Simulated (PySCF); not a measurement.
Compound: cyclobutyl chloride, C₄H₇Cl.
Numbering: `[Cl:1][CH:2]1[CH2:3][CH2:4][CH2:5]1` (hydrogens: H6 on C2; H7, H8 on C3; H9, H10 on C4; H11, H12 on C5)

Geometry (PBE0-D3(BJ)/def2-SVP, Å), atoms numbered from 1 in this order:
```xyz
12
C4H7Cl angstrom
Cl     0.057   -3.018    0.325
C      0.215   -1.398   -0.404
C      1.197   -0.409    0.230
C      0.173    0.700   -0.087
C     -0.915   -0.389   -0.184
H      0.422   -1.556   -1.472
H      1.271   -0.590    1.312
H      2.209   -0.346   -0.196
H      0.368    1.174   -1.060
H      0.033    1.491    0.664
H     -1.690   -0.309   -0.960
H     -1.397   -0.564    0.789
```

Computed with TDDFT wB97X-D/def2-SVPD, vertical, gas phase, core orbitals frozen in the response (PySCF 2.14.0, density-fitted response routines).

Transition dipole moments from the ground state, in atomic units and in the frame of the coordinates above (overall signs are arbitrary), for the states with f of 0.002 or more among the lowest 6:

| state | E (eV) | μx | μy | μz |
| --- | --- | --- | --- | --- |
| S1 | 7.460 | 0.005 | -0.164 | -0.027 |
| S3 | 8.400 | -0.021 | 0.284 | 0.128 |
| S4 | 8.485 | 0.564 | -0.006 | 0.110 |
| S5 | 8.930 | 0.094 | 0.220 | -0.467 |
| S6 | 8.960 | 0.310 | -0.003 | 0.062 |

(1) Work out the oscillator strengths.

(2) Label these states by symmetry in Cs.

(3) What angle do the transition dipoles of S5 and S6 make?

(4) How is the summed strength of these states shared among x, y and z?

(5) What peak molar absorption coefficient would the strongest computed level give as a lone Gaussian band 0.4 eV wide at half height?

Answers

(1) f = (2/3) ΔE |μ|² with ΔE in hartree (27.2114 eV).

| state | \|μ\|² (au) | \|μ\| (D) | f |
| --- | --- | --- | --- |
| S1 | 0.027 | 0.42 | 0.005 |
| S3 | 0.098 | 0.79 | 0.020 |
| S4 | 0.330 | 1.46 | 0.069 |
| S5 | 0.275 | 1.33 | 0.060 |
| S6 | 0.100 | 0.80 | 0.022 |

(2) Polarised normal to the mirror plane, so A″: S4 and S6. Polarised in the mirror plane, so A′: S1, S3 and S5.

(3) |cos θ| = |μa·μb| / (|μa| |μb|) = 0.00, so θ ≈ 90° (taken between 0 and 90°, since the signs are arbitrary).

(4) (2/3) Σ ΔE μα² gives 0.089 for x, 0.032 for y and 0.055 for z, 0.176 in all.

(5) ε(max) = 2.175×10⁸ f / FWHM, with the width in cm⁻¹. S4: 2.175×10⁸ × 0.0686 / 3226 ≈ 4600 L mol⁻¹ cm⁻¹.

The run took about 27 s of CPU time (one thread, shared machine).

One conformer stands for the species.

Without π bonds the low states may be Rydberg-like; a valence basis with one diffuse set may place them up to an eV too high.
